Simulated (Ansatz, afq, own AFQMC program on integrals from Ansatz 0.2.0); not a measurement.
AFQMC on a folder of integrals that Ansatz 0.2.0 wrote.

```yaml
crystal:
  periodic: [false, false, false]
  atoms:
    - {symbol: Cl, position_ang: [0.000000, 0.000000, 0.000000]}
    - {symbol: Mg, position_ang: [0.000000, 0.000000, 2.395700]}
basis:
  gaussian: {orbitals: aug-cc-pVDZ}
total_charge: -1
magnetization: {spin_polarized: true, initial_magnetization: 0}
correlation: {method: ccsd_t, electrons: outside_noble_gas, hamiltonian_folder: ham}
```

```sh
$ ansatz run in.yaml --threads 1 --pin off --events-out ev --progress --plain --max-ram 1843MiB
```

Options of the walk:

```
--method phaseless --trial hf --walkers 120 --populations 1 --least-time 40 --time-step 0.005 --steps-per-block 20 --equilibration-blocks 112 --max-blocks 600 --target-error 0.00114 --factor-cut 1e-05 --start spin_pure --seed 8386 --taylor-order 6
```

Times are imaginary, in 1/Eh. The walk had a cap of 797 s.

Log:

```
orbitals 44  electrons 5 5  factors 319 of 529
reference energy -659.21162019 Eh
CCSD correlation -0.20627325 Eh in 12 cycles, weight of the determinant in the CISD state 0.8598
energy of the start -659.211620 Eh
 block  time / (1/Eh)  mean weight  energy / Eh
     1     0.100  1.0004  -659.252697
     2     0.200  1.0017  -659.286433
     3     0.300  1.0018  -659.306728
     4     0.400  1.0006  -659.326772
     5     0.500  1.0006  -659.339974
     7     0.700  1.0003  -659.363949
     9     0.900  0.9992  -659.380190
    18     1.800  1.0005  -659.389807
    52     5.200  0.9998  -659.403564
    86     8.600  1.0014  -659.443230
   120    12.000  0.9997  -659.395934
   154    15.400  1.0001  -659.406643
   188    18.800  1.0002  -659.423145
   222    22.200  1.0020  -659.434187
   256    25.600  1.0000  -659.475359
   290    29.000  0.9989  -659.422345
   324    32.400  0.9991  -659.430852
   358    35.800  0.9996  -659.422631
   392    39.200  1.0009  -659.424040
   426    42.600  1.0002  -659.414993
   460    46.000  0.9994  -659.405777
   477    47.700  1.0018  -659.387937
   494    49.400  1.0002  -659.426447
   528    52.800  1.0001  -659.411132
   562    56.200  0.9999  -659.412405
   596    59.600  1.0014  -659.407710
   630    63.000  0.9995  -659.438411
   664    66.400  1.0012  -659.396414
   698    69.800  1.0012  -659.426063
blocks merged  error / Eh  count
     1  0.000707  600
     2  0.000955  300
     4  0.001246  150
     8  0.001537  75
    16  0.001824  37
    32  0.001722  18
    64  0.002011  9
energy -659.422037 +/- 0.001824 Eh
(rows thinned)
```

The run passed its tests (sampling time, drift between the halves within three errors, error under three times the target), which doesn't prove that it has relaxed.

Against this walk (error 49.6 meV) on the same determinant: CCSD(T) 37.5 meV lower (within the noise), CCSDT(Q) 63.3 meV lower (within the noise). The error is statistical and leaves out the bias of the constraint.

Cautions: constraint bias not in the error; error above the target (49.6 against 31.0 meV); an unrestricted solution with more broken spin lies lower (12 meV, ⟨S²⟩ 0.18), while this determinant keeps restricted orbitals.

The walk took 6.1 min on 1 thread of Arm Neoverse V1, on a shared host. The log's last line is the phaseless energy.

CCSDT and higher add their correlation energy to the determinant of the CCSD(T) run, since their own runs factorise the integrals more tightly (a shift of under 2 meV). A walk keeps the symmetry of its determinant, which the program's search chose and which needn't be the lowest solution, so a lower state of the same spin and another symmetry isn't excluded.
